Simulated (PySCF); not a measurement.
Species: fluorocyanoacetylene, C3FN.
InChI=1S/C3FN/c4-2-1-3-5

A linear-response calculation (PySCF, def2-SVPD basis, gas phase, vertical, core orbitals frozen in the response) gave these numbers; the functional is withheld.

Orbital energies (eV): HOMO-3 -11.21, HOMO-2 -10.67, HOMO-1 -8.70, HOMO -8.70, LUMO -1.59, LUMO+1 -1.59, LUMO+2 -0.61.

```
state  E (eV)       f  main configurations (H = HOMO, L = LUMO)
   S1    5.39  0.0000                        H-1/H→L/L+1 (≥82%)
   S2    5.56  0.0000                        H-1/H→L/L+1 (≥89%)
   S3    5.56  0.0000                        H-1/H→L/L+1 (≥89%)
   S4    7.05   0.017                           H-1/H→L+2 (99%)
   S5    7.05   0.017                           H-1/H→L+2 (99%)
   S6    7.82  0.0000        H-3→L/L+1 (≥48%), H-4→L/L+1 (≥38%)
```

Triplets, Tamm–Dancoff:

```
state  E (eV)  λ (nm)  main configurations (H = HOMO, L = LUMO)
   T1    4.40   281.5                        H-1/H→L/L+1 (≥79%)
   T2    4.82   257.5                         H-1/H→L/L+1 (98%)
   T3    4.82   257.5                         H-1/H→L/L+1 (98%)
```

Vertical ionisation energy by ΔSCF with the same functional: 11.37 eV. Mean static polarisability: 40.9 au.

Orbitals of the list HOMO-3 to LUMO+2 that lie within 0.01 eV of each other are written together with a slash and their weights summed (≥ marks a lower bound); for degenerate orbitals outside that list single weights are arbitrary.

Question: Name the functional.
A. HF
B. wB97X-D
C. PBE
D. B3LYP

Answer: D. B3LYP is a global hybrid with 20% exact exchange. In this run −ε(HOMO) = 8.70 eV differs from the ΔSCF value by -2.67 eV, and S1 differs from the orbital gap of 7.12 eV by -1.72 eV. The ratio −ε(HOMO)/IP is 0.77. Small neutral molecules mostly give 0.67 to 0.83 with B3LYP, 0.5 to 0.7 with PBE, 0.89 to 0.99 with wB97X-D; Hartree–Fock can't fall below 1, since the ion's relaxation only lowers the ΔSCF value.

Method used: TDDFT B3LYP/def2-SVPD, vertical, gas phase, core orbitals frozen in the response (PySCF). Geometry: PBE0-D3(BJ)/def2-SVP; no solvent, vibrations or thermal averaging.
